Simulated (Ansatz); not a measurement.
# How far each method lies from full CI for [H···H···NH], triplet

Geometry: a point of a hydrogen-transfer path between rigid fragments, not a stationary point.

```xyz
4

H    -2.1242    0.0594    0.0000
H    -0.9282    0.0594    0.0000
N     0.1868    0.0594    0.0000
H     0.4559   -0.9448    0.0000
```

Basis 6-31G; Ansatz 0.2.0. Correlated methods freeze the noble-gas cores, which leaves 8 electrons in 14 orbitals. Prefix R: restricted or restricted open-shell reference; prefix U: unrestricted. Active spaces: valence = (8e, 7o) chosen from the atoms' valence shells; pair = (4e, 4o) about the gap.

Full CI is exact within this basis and frozen core; it isn't the basis-set limit. The frozen core follows each run's orbitals, which can shift R against U totals by a few meV.

For open shells CISD and CISDTQ are restricted-active-space CI with the open shells as a complete middle space.

The UHF ⟨S²⟩ is 2.037, the T1 diagnostic (RCCSD) is 0.0333 and the largest doubles amplitude (RCCSD) is 0.049. The T1 diagnostic (UCCSD) is 0.0158.

```json
{"level": "RHF", "E − E(full CI) (kJ/mol)": "306.3", "share of correlation (%)": "0.00", "wall time": "–"}
{"level": "UHF", "E − E(full CI) (kJ/mol)": "283.3", "share of correlation (%)": "7.53", "wall time": "–"}
{"level": "RMP2", "E − E(full CI) (kJ/mol)": "52.9", "share of correlation (%)": "82.75", "wall time": "–"}
{"level": "UMP2", "E − E(full CI) (kJ/mol)": "50.3", "share of correlation (%)": "83.59", "wall time": "–"}
{"level": "CISD", "E − E(full CI) (kJ/mol)": "15.7", "share of correlation (%)": "94.88", "wall time": "0.27 s"}
{"level": "RCCSD", "E − E(full CI) (kJ/mol)": "4.7", "share of correlation (%)": "98.45", "wall time": "–"}
{"level": "UCCSD", "E − E(full CI) (kJ/mol)": "4.6", "share of correlation (%)": "98.51", "wall time": "–"}
{"level": "RCCSD(T)", "E − E(full CI) (kJ/mol)": "1.3", "share of correlation (%)": "99.56", "wall time": "0.3 s"}
{"level": "UCCSD(T)", "E − E(full CI) (kJ/mol)": "1.2", "share of correlation (%)": "99.59", "wall time": "0.3 s"}
{"level": "BCCD(T)", "E − E(full CI) (kJ/mol)": "1.3", "share of correlation (%)": "99.56", "wall time": "0.27 s"}
{"level": "RCCSDT", "E − E(full CI) (kJ/mol)": "0.6", "share of correlation (%)": "99.79", "wall time": "–"}
{"level": "UCCSDT", "E − E(full CI) (kJ/mol)": "0.6", "share of correlation (%)": "99.81", "wall time": "–"}
{"level": "CISDTQ", "E − E(full CI) (kJ/mol)": "0.3", "share of correlation (%)": "99.91", "wall time": "0.72 s"}
{"level": "RCCSDT(Q)", "E − E(full CI) (kJ/mol)": "0.0", "share of correlation (%)": "99.99", "wall time": "1.3 s"}
{"level": "UCCSDT(Q)", "E − E(full CI) (kJ/mol)": "0.0", "share of correlation (%)": "100.00", "wall time": "1.2 s"}
{"level": "RCCSDTQ", "E − E(full CI) (kJ/mol)": "0.0", "share of correlation (%)": "99.99", "wall time": "9 s"}
{"level": "UCCSDTQ", "E − E(full CI) (kJ/mol)": "0.0", "share of correlation (%)": "100.01", "wall time": "9 s"}
{"level": "CASSCF (pair space)", "E − E(full CI) (kJ/mol)": "234.1", "share of correlation (%)": "23.57", "wall time": "–"}
{"level": "NEVPT2 (pair space)", "E − E(full CI) (kJ/mol)": "37.0", "share of correlation (%)": "87.93", "wall time": "0.12 s"}
{"level": "CASSCF (valence space)", "E − E(full CI) (kJ/mol)": "149.8", "share of correlation (%)": "51.10", "wall time": "–"}
{"level": "NEVPT2 (valence space)", "E − E(full CI) (kJ/mol)": "29.3", "share of correlation (%)": "90.44", "wall time": "0.51 s"}
{"level": "MRCISD (valence space)", "E − E(full CI) (kJ/mol)": "4.5", "share of correlation (%)": "98.54", "wall time": "–"}
{"level": "MRCISD+Q (valence space)", "E − E(full CI) (kJ/mol)": "1.2", "share of correlation (%)": "99.62", "wall time": "0.84 s"}
```

The correlation energy at full CI, counted from RHF, is -3.175 eV. That run took 1.6 s on 1 thread of Arm Neoverse V2, shared host over 493,680 determinants.

Times hold each run's SCF and search for its determinant on a shared host, so for small cases they say little of a method's own cost; they ran on 1 thread of Arm Neoverse V2.

The full-CI state has the irrep A'' of Cs, in the program's axes.

Natural occupations of full CI about the gap: 1.983 1.966 1.958 1.001 0.993 0.036 0.031 0.014 0.008 0.004; effectively unpaired electrons, Σ n²(2−n)², 2.02.
